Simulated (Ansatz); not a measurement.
Saddle point of SiH5SO, doublet (SiH₄O ([OH][SiH3]) + HS → SiH₃O ([OH][SiH2]) + H₂S; bonds formed: H1–S4; bonds broken: H1–Si2), PBE0-D4/def2-TZVP structure:

H1  (0.250, -0.020, 1.083)
Si2  (0.655, 0.395, -0.636)
O3  (-0.775, 1.021, -1.135)
S4  (-0.829, -0.616, 1.995)
H5  (1.706, 1.398, -0.936)
H6  (0.970, -0.933, -1.235)
H7  (-1.561, 0.598, -0.778)
H8  (-0.415, -1.843, 1.641)
(Å)

Energies are electronic, without zero-point energy. Barriers and step energies count from the start structure reached by relaxing down the imaginary mode; all methods use the PBE0-D4 structures, on which another method's saddle can fall below an end. Program: Ansatz 0.2.0. Basis: def2-TZVPP, with def2-QZVPP for the basis limit. Cores are frozen in the correlated methods; orbitals are unrestricted. B3LYP uses VWN-RPA correlation. Extrapolation: Hartree–Fock as exp(−7.88 √X), correlation as X^−2.97.

| method | barrier (kJ/mol) | step energy (kJ/mol) |
| --- | --- | --- |
| SPW92 | -8.1 | -4.2 |
| PBE-D4 | 0.1 | -8.3 |
| BLYP-D4 | 10.4 | -1.4 |
| r2SCAN-D4 | ? | -4.6 |
| B97M-V | 11.8 | -2.9 |
| PBE0-D4 | 10.0 | -6.8 |
| B3LYP-D4 | ? | -0.4 |
| r2SCAN0-D4 | 16.2 | -3.1 |
| BHLYP-D4 | 32.9 | 5.4 |
| CAM-B3LYP-D4 | 24.3 | -1.1 |
| wB97X-V | 25.9 | 0.4 |
| wB97M-V | 27.6 | 0.3 |
| B2PLYP | ? | -3.9 |
| PBE-QIDH | 21.2 | -6.3 |
| RPA on PBE | 28.1 | -7.6 |
| HF | 65.2 | 4.1 |
| MP2 | 25.8 | -11.8 |
| CCSD | 35.2 | -1.6 |
| CCSD(T) | 29.3 | -3.5 |

Task: Fill in the withheld barriers. (To be estimated.)

Result: Computed: B3LYP-D4 17.6; B2PLYP 22.8; r2SCAN-D4 8.2 kJ/mol. Each is the energy of the saddle less that of the start structure, by the same method.

For comparison, the barrier by CCSD(T) at an estimated basis limit (MP2 extrapolated from triple and quadruple zeta, plus CCSD(T) − MP2 in triple zeta) is 25.2 kJ/mol.

No T1 diagnostic of these runs exceeds 0.016. ⟨S²⟩ of the unrestricted Hartree–Fock references: 0.75 to 0.79 (a pure state has 0.75).

Radical steps of this kind take place in plasma deposition and etching.

Labels in which every atom is bracketed show which atoms are joined, not bond orders.

For scale, one of the runs: CCSD(T)/def2-TZVPP, 185 basis functions (an equivalent command: `ansatz run in.yaml --threads 4`). Hardware: 4 CPU threads, shared host. Wall time 37 s; peak host memory 4.7 GiB.
